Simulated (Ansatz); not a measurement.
```yaml
crystal:
  periodic: [false, false, false]
  atoms:
    - {symbol: Cu, position_ang: [-0.017960, -0.031458, 0.000637]}
    - {symbol: O, position_ang: [1.390215, -0.659748, -0.000841]}
    - {symbol: O, position_ang: [-1.274896, 0.861739, -0.003251]}
    - {symbol: H, position_ang: [-0.698224, -1.223004, 0.024780]}
basis:
  gaussian: {orbitals: def2-TZVP}
hamiltonian: {xc: pbe0}
relax: {f_tol: 0.004, max_steps: 80}
```

```sh
$ ansatz run in.yaml --threads 1 --pin off --events-out ev --progress --plain --max-ram 2176MiB
```

Steps of the relaxation (energy above the last step; positions in Å, forces in eV/Å):

```
4
step 1, 479.9 meV
Cu   -0.018   -0.031    0.001    0.432    0.757   -0.015
O     1.390   -0.660   -0.001    4.114   -2.190    0.001
O    -1.275    0.862   -0.003   -3.978    2.429   -0.006
H    -0.698   -1.223    0.025   -0.568   -0.996    0.020
```

```
4
step 2, 145.7 meV
Cu   -0.012   -0.021    0.000    0.347    0.608   -0.012
O     1.431   -0.681   -0.001    1.859   -1.150    0.003
O    -1.314    0.887   -0.003   -1.936    1.016    0.000
H    -0.707   -1.238    0.025   -0.270   -0.473    0.010
```

```
4
step 3, 15.3 meV
Cu   -0.001   -0.001    0.000    0.161    0.283   -0.006
O     1.469   -0.711   -0.001    0.208   -0.300    0.003
O    -1.359    0.903   -0.003   -0.364    0.026    0.003
H    -0.710   -1.244    0.025   -0.005   -0.009    0.000
```

```
4
step 6, 0.0 meV
Cu    0.016    0.028   -0.001    0.000    0.001    0.000
O     1.464   -0.747    0.000    0.001   -0.001    0.000
O    -1.387    0.881   -0.003   -0.001    0.001    0.000
H    -0.693   -1.214    0.025    0.000    0.000    0.000
```

Close pairs at the end: Cu1–H4 1.431 Å, Cu1–O3 1.642 Å, Cu1–O2 1.642 Å.

A stationary point of restricted PBE0 after 6 steps (its stability towards spin polarisation wasn't tested); no frequencies were run, so it isn't proven a minimum. 50 s on 1 thread of Arm Neoverse V1, shared host.
